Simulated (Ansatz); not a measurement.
Consider the substitution at a C–F bond: `NC(N)(F)F` + `SS` → `NC(N)(F)SS` + H–F.

Isolated molecules relaxed with PBE0-D4/def2-TZVP in Ansatz; ΔE leaves out vibrations. CCSD(T)/CBS adds triple-zeta CCSD(T) − MP2 to the extrapolated MP2 energy (def2 sets, frozen cores). This one scheme is used for every species. DFT in def2-TZVPP. B3LYP here is the variant with VWN-RPA as its local correlation; programs differ in this. One conformer a species, not always the lowest.

Question: Is it downhill or uphill in electronic energy at CCSD(T)/CBS, and by how much? (An estimate is asked.)

Answer: The calculation gave: Nearly level: ΔE = +0.3 kJ/mol.

Question: What do these levels give: PBE-D4, B97M-V, B3LYP-D4, B2PLYP, PBE, BLYP, LC-ωPBE, CCSD/def2-TZVPP, CCSD(T)/def2-TZVPP, SCS-MP2/def2-QZVPP, HF/CBS(def2), MP2/CBS(def2)? (Best estimate.)

Answer: The calculation gave: PBE-D4 0.8, B97M-V 18.8, B3LYP-D4 9.6, B2PLYP 16.0, PBE 10.9, BLYP 22.6, LC-ωPBE 23.4, CCSD/def2-TZVPP 17.9, CCSD(T)/def2-TZVPP 9.9, SCS-MP2/def2-QZVPP 2.2, HF/CBS(def2) 52.8, MP2/CBS(def2) -13.8 kJ/mol.

Largest T1 diagnostic among the species: 0.012.

From BLYP to BHLYP (50 % exact exchange), in def2-TZVPP and without D4, ΔE moves by +10.7 kJ/mol. In def2-TZVPP, CCSD(T) changes the Hartree–Fock value by −43.0 kJ/mol (the triples alone add −8.0 kJ/mol) and MP2 by −57.1 kJ/mol. Leaving LDA and LC-ωPBE aside and taking each functional with its dispersion term where it has one, the values, not all of them listed here, spread over 27.7 kJ/mol, from revPBE-D4 to CAM-B3LYP-D4. LDA lies −6.6 kJ/mol from PBE without D4.
